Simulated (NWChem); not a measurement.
**Correlation energy of methanethiol (CH$_{4}$S)**

```xyz
6

C      1.0468     0.4733     0.0000
S     -0.5720    -0.3413     0.0000
H      1.1988     1.0855     0.8999
H      1.7951    -0.3313     0.0000
H      1.1988     1.0855    -0.8999
H     -1.3215     0.7816     0.0000
```
Charge 0, spin multiplicity 1.

All runs are NWChem calculations. All single points use one geometry, from PBE0/def2-SVP, a minimum by its harmonic frequencies.

Basis set: cc-pVTZ. Each correlation energy counts from its own Hartree-Fock reference.

```csv
method,correlation energy (mHa)
RI-MP2,-363.7
CCSD,-397.3
CR-CCSD[T],-410.0
MP2,-363.7
SCS-MP2,-369.1
CR-CCSD(T),-409.8
```

The values span 46.4 mHa, from CR-CCSD[T] (lowest) to RI-MP2 (highest). 

The correlated methods keep 6 core orbitals frozen. Coupled-cluster values serve here as a point of comparison, not as the truth.
